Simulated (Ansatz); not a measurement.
System: Si2, charge 0, multiplicity 3. SMILES: [Si]=[Si]
Coordinates optimised at B3LYP-D3(BJ)/def2-TZVP (Ansatz, a program for electronic structure):
```
Si
Si 1 2.2679
```
Charge 0, spin multiplicity 3.

Quantity: enthalpy of formation at 298 K, in kcal/mol. Set-up: six Cartesian d functions in 6-31G* and its kin unless marked 5d; spin-orbit terms left out; UHF or UKS for open shells; non-relativistic; LANL2DZ with its own core potentials from Na on; 6-311+G** with 5d, 6d on Na to Ar in Ansatz. Ab initio and DFT rows: single points at B3LYP-D3(BJ) geometries (Ansatz), with unscaled harmonic terms from B3LYP/6-31G* (Ansatz) at its own minima, enthalpies of formation by atomisation with measured atoms.

Measured values: G2/97 table in ASE (Curtiss et al.); they hold spin-orbit and core effects, anharmonicity. 

Value to compare with, the measured value: 139.9 kcal/mol.

```json
[
 {"level": "PBE/STO-3G", "program": "Ansatz", "enthalpy of formation at 298 K (kcal/mol)": "91.9", "error": "-48.0"},
 {"level": "PBE/3-21G", "program": "Ansatz", "enthalpy of formation at 298 K (kcal/mol)": "144.2", "error": "4.3"},
 {"level": "PBE/LANL2DZ", "program": "Ansatz", "enthalpy of formation at 298 K (kcal/mol)": "143.2", "error": "3.3"},
 {"level": "PBE/6-31G*", "program": "Ansatz", "enthalpy of formation at 298 K (kcal/mol)": "136.7", "error": "-3.2"},
 {"level": "PBE/def2-SVP", "program": "Ansatz", "enthalpy of formation at 298 K (kcal/mol)": "134.1", "error": "-5.8"},
 {"level": "PBE/6-311+G**", "program": "Ansatz", "enthalpy of formation at 298 K (kcal/mol)": "137.2", "error": "-2.7"},
 {"level": "PBE/def2-TZVPD", "program": "Ansatz", "enthalpy of formation at 298 K (kcal/mol)": "132.8", "error": "-7.1"}
]
```

Among the 6 habitual levels, PBE/STO-3G lies farthest from the measured value (-48.0 kcal/mol); 2 of 6 lie above it, and their mean absolute error is 11.2 kcal/mol, the median 3.8. One case shows no general order.

The sets are all those run for this method; left out are runs that failed, that the program found above a lower state of the same kind, or whose <S^2> lies over 0.5 above the pure value.
